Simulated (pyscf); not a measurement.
Single points on ωB97X-D3(BJ)/def2-SVP structures (PySCF, gas phase).

SMILES: [SiH2](CC)[SiH3]
```xyz
14

C     -1.8142     0.3618     0.2582
C     -1.2812    -0.1680     1.5948
Si     0.6074    -0.2083     1.6869
Si     1.4706    -1.4818    -0.0732
H     -1.4469     1.3810     0.0531
H     -1.4961    -0.2747    -0.5844
H     -2.9154     0.3977     0.2449
H     -1.6520    -1.1914     1.7792
H     -1.6548     0.4471     2.4317
H      1.1587     1.1798     1.5929
H      1.0561    -0.7958     2.9868
H      0.8033    -2.8196    -0.1064
H      2.9417    -1.6893     0.0797
H      1.2244    -0.8083    -1.3842
```
Charge 0, spin multiplicity 1.

What is the homolytic dissociation enthalpy (298 K, ωB97M-D3(BJ)/def2-TZVP) of the Si–Si bond of H₃C–CH₂–SiH₂–SiH₃ (SMILES CC[SiH2][SiH3]), to H₃C–CH₂–SiH₂• + SiH₃•?

Si–Si to H₃C–CH₂–SiH₂• + SiH₃•: 323.9 kJ/mol. The 7 functionals that were run give +295.7 (r²SCAN) to +344.1 kJ/mol (ωB97X-D3(BJ)/def2-TZVP). H₃C–CH₂–SiH₂• lies 48.9 kJ/mol over its isomer H₃C–SiH•–CH₃ (electronic energy, ωB97M-D3(BJ)/def2-TZVP).
